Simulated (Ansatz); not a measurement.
Basis sets over 8 cases of the atomisation energy at PBE0 with Ansatz (elements up to F), each against its own reference: (a) the value in aug-cc-pV5Z; (b) the value in aug-cc-pVQZ; (c) the value in aug-pcseg-3; (d) the value in pcseg-4. By their distance from other large sets or by the extrapolation step the references are unsure by up to roughly 0.44 kcal/mol. B3LYP-D3(BJ)/def2-TZVP geometries; one conformer; electronic energies; unrestricted open shells; no added dispersion term; no relativity. Cartesian d functions in some cases of 6-31G*, 6-31+G*. 

Cases are drawn at random; left out are references unsure by over 1.3 kcal/mol, doubtful singlets, and cases whose largest runs show a restricted determinant unstable towards unrestricted orbitals, <S^2> over 0.1 too high or, where CCSD(T) ran, T1 over 0.025 (0.045 for open shells). Sets are drawn from those converged to one state in every case.

Cases (SMILES) and reference values:
- [NH+]#[C-] (C-NH) → C atom + H atom + N atom: 297.82 kcal/mol (d)
- NB (BH2-NH2) → B atom + 4 H atom + N atom: 501.88 kcal/mol (c)
- N#C (CH-N) → C atom + H atom + N atom: 311.47 kcal/mol (d)
- O=[N] (N-O) → N atom + O atom: 153.74 kcal/mol (a)
- FB([B]F)F → 2 B atom + 3 F atom: 534.15 kcal/mol (b)
- [N+](#N)[O-] → 2 N atom + O atom: 276.41 kcal/mol (c)
- C (CH4) → C atom + 4 H atom: 417.93 kcal/mol (c)
- N (NH3) → 3 H atom + N atom: 295.28 kcal/mol (d)

| basis | functions over def2-SVP (largest species, mean of cases) | mean signed deviation (kcal/mol) | mean absolute | largest | within 4 kcal/mol |
|---|---|---|---|---|---|
| STO-3G | 0.3 | 16.25 | 50.05 | 95.57 | 1 of 8 |
| 6-31G | 0.6 | -28.25 | 28.25 | 63.00 | 1 of 8 |
| 6-31G* | 0.9 | -3.93 | 5.49 | 10.31 | 2 of 8 |
| 6-31+G* | 1.1 | -6.28 | 6.28 | 9.81 | 1 of 8 |
| 6-311+G** | 1.5 | -5.07 | 5.07 | 12.70 | 5 of 8 |
| def2-SVPD | 1.5 | 1.91 | 1.91 | 4.20 | 7 of 8 |
| aug-cc-pVDZ | 1.7 | -7.67 | 7.67 | 17.43 | 1 of 8 |
| aug-pcseg-1 | 1.7 | -3.81 | 3.81 | 6.19 | 6 of 8 |
| 6-311++G(2d,2p) | 1.9 | -2.31 | 2.31 | 4.77 | 7 of 8 |
| pcseg-2 | 2.3 | -0.35 | 0.42 | 1.15 | 8 of 8 |
| jun-cc-pV(T+d)Z | 2.8 | -1.02 | 1.02 | 1.69 | 8 of 8 |
| def2-TZVPPD | 2.9 | -0.60 | 0.60 | 1.62 | 8 of 8 |
| aug-pcseg-2 | 3.6 | -0.09 | 0.29 | 0.71 | 8 of 8 |
| def2-QZVP | 4.5 | -0.36 | 0.36 | 0.57 | 8 of 8 |

Among the sets for which every case ran a larger relative (same family, alike in diffuse functions, listed or not), the smallest listed that holds all cases within 4 kcal/mol together with them is pcseg-2, at 2.3 times the functions of def2-SVP. Inside, though some case ran no larger relative to test it: aug-pcseg-2, def2-QZVP. Largest deviations of relatives not listed, over the cases that ran them: aug-cc-pVTZ 1.64, aug-cc-pV5Z 0.00, pcseg-4 0.02, pcseg-3 0.25, def2-QZVPPD 0.61, aug-pcseg-3 0.06, aug-cc-pVQZ 0.16 kcal/mol. A case lies within its reference's uncertainty of the window's edge in aug-pcseg-1, 6-311++G(2d,2p). These figures hold for the cases listed.

Ansatz is a program for electronic structure.
